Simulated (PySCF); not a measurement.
Molecule: SMILES C(=C)OC(C)=O, C4H6O2.

Mapped SMILES: `[CH2:1]=[CH:2][O:3][C:4]([CH3:5])=[O:6]`; H(Xn) means a hydrogen on atom n. Ha(C1) is cis to O3; Hb(C1) is trans to O3.

Spin–spin couplings on one PBE0-D3(BJ)/def2-SVP geometry, PySCF, gas phase, non-relativistic, equivalent pairs averaged (without the spin–dipole term); isotopes ¹H; functional B3LYP.

Reference values (Hz): ³J(H(C2),Hb(C1)) = 6.3 (measured; solution (compiled); Pretsch, Buehlmann, Badertscher, Structure Determination of Organic Compounds, 4th ed., Springer 2009); ³J(H(C2),Ha(C1)) = 14.1 (measured; solution (compiled); Pretsch, Buehlmann, Badertscher, Structure Determination of Organic Compounds, 4th ed., Springer 2009); ²J(Ha(C1),Hb(C1)) = -1.6 (measured; solution (compiled); Pretsch, Buehlmann, Badertscher, Structure Determination of Organic Compounds, 4th ed., Springer 2009).

Q: How do the couplings (Hz) change with the basis set? Times are CPU seconds on 1 thread of an x86-64 server CPU, shared host. Far from the basis limit: 6-31G*, 6-31G-J, pcJ-0, def2-TZVP, cc-pVTZ.

A: 
```tsv
basis set	functions	³J(H(C2),Hb(C1))	³J(H(C2),Ha(C1))	²J(Ha(C1),Hb(C1))	mean abs. error	core-s
6-31G*	96	6.8	13.1	-2.8	0.9	5.6
6-31G-J	96	8.5	14.9	-3.4	1.6	5.9
pcJ-0	96	6.6	14.2	-1.5	0.2	5.3
pcJ-1	222	7.7	15.6	-0.5	1.3	21
def2-TZVP	222	6.0	13.0	0.5	0.8	19
cc-pVTZ	264	6.1	12.7	0.4	0.9	24
```

Errors compare magnitudes, without vibrational corrections, and the largest couplings weigh most in the mean. Closest: pcJ-0; furthest: 6-31G-J.

The Fermi-contact term samples the wavefunction at the nucleus, which is why sets with added tight s functions (names with J) are made for couplings. Agreement of an ordinary basis with the reference is then largely a cancellation of errors.
